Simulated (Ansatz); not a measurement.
System: trifluoroborane, BF3 (charge 0, singlet). SMILES: FB(F)F
Coordinates optimised at B3LYP-D3(BJ)/def2-TZVP (Ansatz, an electronic-structure program):
```xyz
4

B      0.0000     0.0000     0.0000
F      0.0168     1.3152     0.0316
F      1.1308    -0.6724    -0.0050
F     -1.1476    -0.6428    -0.0266
```
Charge 0, spin multiplicity 1.

Wanted: vertical triplet-singlet gap (E(triplet) - E(singlet); each state is the SCF solution reached for its spin; the molecule has degenerate orbitals, so one determinant may break the symmetry; for the triplet the Hartree-Fock reference is unstable and T1 is 0.025), in eV. Open shells are spin-unrestricted. No spin-orbit coupling. No relativistic terms. 

| level | program | vertical triplet-singlet gap (eV) |
|---|---|---|
| HF/aug-cc-pVQZ | Ansatz | 11.05 |
| RI-HF/aug-cc-pVTZ | Ansatz | 11.07 |
| PBE/def2-TZVPD | Ansatz | 9.52 |
| B3LYP/def2-TZVPD | Ansatz | 10.22 |
| wB97M-V/def2-TZVPD | Ansatz | 10.86 |
| wB97X-V/def2-TZVPD | Ansatz | 10.88 |
